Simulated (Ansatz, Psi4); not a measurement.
## C2H6O (SMILES COC): from total energies to a heat of formation

C2H6O has 9 atoms, charge 0, and is taken as a singlet. As SMILES, `COC`. Geometry: relaxed at PBE0-D4/def2-TZVP.

Total energies at PBE0/cc-pVDZ (Psi4 1.11); the atoms run unrestricted:

| species | state | energy (Eh) |
| --- | --- | --- |
| C2H6O | singlet | -154.846273 |
| C | triplet | -37.799013 |
| O | triplet | -74.993042 |
| H | doublet | -0.500290 |

Harmonic wavenumbers at PBE0-D4/def2-TZVP, in cm⁻¹: 213, 248, 413, 978, 1134, 1163, 1194, 1226, 1271, 1454, 1475, 1484, 1484, 1491, 1510, 2977, 2988, 3028, 3034, 3134, 3136.

Measured heats of formation of the gaseous atoms at 298.15 K, in kJ/mol: C 716.9, O 249.2, H 218.0. Spin-orbit lowering of the atoms at 298 K (mean of the ground term's levels less their thermal mean, from spectra), in kJ/mol: C 0.02, O 0.40. Take 1 Eh = 2625.50 kJ/mol, 1 cm⁻¹ = 0.0119627 kJ/mol, RT = 2.479 kJ/mol.

Question: What heat of formation follows?

Answer: 
1. Electronic atomisation energy: 2 × (-37.799013) + (-74.993042) + 6 × (-0.500290) − (-154.846273) = 1.253465 Eh = 3291.0 kJ/mol.
2. Zero-point energy: half the sum of the wavenumbers, 17517.5 cm⁻¹ = 209.6 kJ/mol.
3. Thermal vibrational enthalpy, Σ hcν̃/(exp(hcν̃/kT) − 1): 3.9 kJ/mol. Translation, rotation and pV of a non-linear molecule: 4 RT = 9.9 kJ/mol.
4. The 9 free atoms carry 5/2 RT each: 55.8 kJ/mol.
5. Spin-orbit coupling lowers the free atoms by 2 × 0.02 + 0.40 = 0.4 kJ/mol.
6. Atomisation enthalpy at 298 K: 3291.0 − 0.4 − 209.6 − 3.9 − 9.9 + 55.8 = 3123.0 kJ/mol.
7. Sum of the atoms' heats of formation: 2991.0 kJ/mol. Heat of formation: 2991.0 − 3123.0 = -132.0 kJ/mol.

The tabulated value is -184.0 kJ/mol (Active Thermochemical Tables), so this level is off by +52.0 kJ/mol, or 1.6 % of the atomisation enthalpy that the table implies (3175.0 kJ/mol). Anharmonicity and any spin-orbit splitting of the molecule are left out.
